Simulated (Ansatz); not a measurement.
## Structure relaxation of K3Rh

All numbers below come from DFT PBE, scalar-relativistic, plane waves, PAW in Ansatz 0.2.0. Cutoff 420 eV, Γ-centred k mesh, Gaussian smearing, no spin polarisation in the final step.

The start puts K3Rh on the Ni3Sn (D0_19) structure type (P6_3/mmc, No. 194), with Rh in place of Sn, K in place of Ni, at a guessed volume.

```yaml
crystal:
  lattice:
    - [7.10249, 0.00000, 0.00000]
    - [-3.55125, 6.15094, 0.00000]
    - [0.00000, 0.00000, 5.70085]
  atoms:
    - { symbol: K, position: [0.83300, 0.66600, 0.25000] }
    - { symbol: K, position: [0.16700, 0.83300, 0.75000] }
    - { symbol: K, position: [0.33400, 0.16700, 0.25000] }
    - { symbol: K, position: [0.16700, 0.33400, 0.75000] }
    - { symbol: K, position: [0.83300, 0.16700, 0.25000] }
    - { symbol: K, position: [0.66600, 0.83300, 0.75000] }
    - { symbol: Rh, position: [0.33333, 0.66667, 0.25000] }
    - { symbol: Rh, position: [0.66667, 0.33333, 0.75000] }
```

Cell and atoms relax at zero pressure; the relaxation can't lower the symmetry of the start. After a coarse first stage the cell is made exact in the group found at 0.06 Å.

The zero of energy is the elements' standard structures at the same level; no fitted shifts are applied.

**Question.** Describe the relaxed structure.

**Answer.** It keeps P6_3/mmc (No. 194). The result has the Ni3Sn (D0_19) structure. Conventional cell: a = 7.996 Å, c = 5.529 Å. K is coordinated by 2 Rh at 3.41 Å, 2 K at 3.47 Å, 4 K at 3.80 Å and 2 Rh at 4.01 Å; around Rh lie 6 K at 3.41 Å and 6 K at 4.01 Å.

```cif
data_structure
_symmetry_space_group_name_H-M 'P6_3/mmc'
_symmetry_Int_Tables_number 194
_cell_length_a 7.9957
_cell_length_b 7.9957
_cell_length_c 5.5291
_cell_angle_alpha 90.000
_cell_angle_beta 90.000
_cell_angle_gamma 120.000
_cell_volume 306.12
loop_
_atom_site_label
_atom_site_type_symbol
_atom_site_symmetry_multiplicity
_atom_site_Wyckoff_symbol
_atom_site_fract_x
_atom_site_fract_y
_atom_site_fract_z
_atom_site_occupancy
K1 K 6 h 0.81131 0.62262 0.25000 1
Rh1 Rh 2 c 0.33333 0.66667 0.25000 1
```

**Question.** What are its volume, energy, density and gap?

**Answer.** The volume per atom is 38.26 Å³. The density is 2.39 g/cm³. The energy over the elements is 0.60 eV/atom and the gap on the 6×6×8 mesh is 0 eV (a metal).

The final run used a 6×6×8 mesh on its 8-atom cell and 0.10 eV smearing. For metals, differences of a few meV/atom aren't resolved. Symmetry constrained the relaxation, so the result can be a saddle point. The steps took roughly 4 core-minutes in all.

The bands only touch here, so at this level the crystal is a zero-gap semiconductor or semimetal, not an ordinary metal; spin–orbit coupling, left out, can open or move such a gap.